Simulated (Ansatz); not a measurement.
**Structure optimisation: yttrium, hcp**

Level of theory: DFT, m-r2SCAN, plane waves (500 eV) with PAW, scalar-relativistic in Ansatz. The PAW files were generated under PBE, with cores re-solved for the functional.

k-point mesh 10×10×6, Fermi-Dirac smearing 0.05 eV, starting moments 1.00 ×2 μB. Cell and atoms relax.

Starting structure:

```yaml
crystal:
  lattice:
    - [3.64740, 0.00000, 0.00000]
    - [-1.82370, 3.15874, 0.00000]
    - [0.00000, 0.00000, 5.73060]
  atoms:
    - { symbol: Y, position: [0.33333, 0.66667, 0.25000] }
    - { symbol: Y, position: [0.66667, 0.33333, 0.75000] }
```

**Question.** What cell does the relaxation end in?

**Answer.** P6_3/mmc (spin ignored) with a = 3.658 Å, c = 5.811 Å (c/a = 1.589); 33.67 Å³ per atom against 33.01 at the start (2.0 %).

**Question.** How much energy does the relaxation gain?

**Answer.** 2.2 meV per atom.

Path of the relaxation (the plane waves are chosen anew near the end, which can shift the energy a little):

| step | E − E(final) (meV/atom) | V (Å³/atom) | P (GPa) | max force (eV/Å) |
| --- | --- | --- | --- | --- |
| 0 | 2.16 | 33.012 | 0.80 | 0.000 |
| 1 | 0.15 | 33.693 | -0.04 | 0.000 |
| 2 | 0.09 | 33.669 | -0.01 | 0.000 |
| 3 | 0.00 | 33.669 | -0.01 | 0.000 |

**Question.** Which magnetic state does it end in?

**Answer.** ferromagnetic, net 0.57 μB per atom; moments 0.33 ×2 μB.

Real yttrium is paramagnetic; a moment here is an artefact of the functional.

m-r²SCAN is r²SCAN on the gauge-invariant kinetic-energy density; without spin polarisation the two are equal.
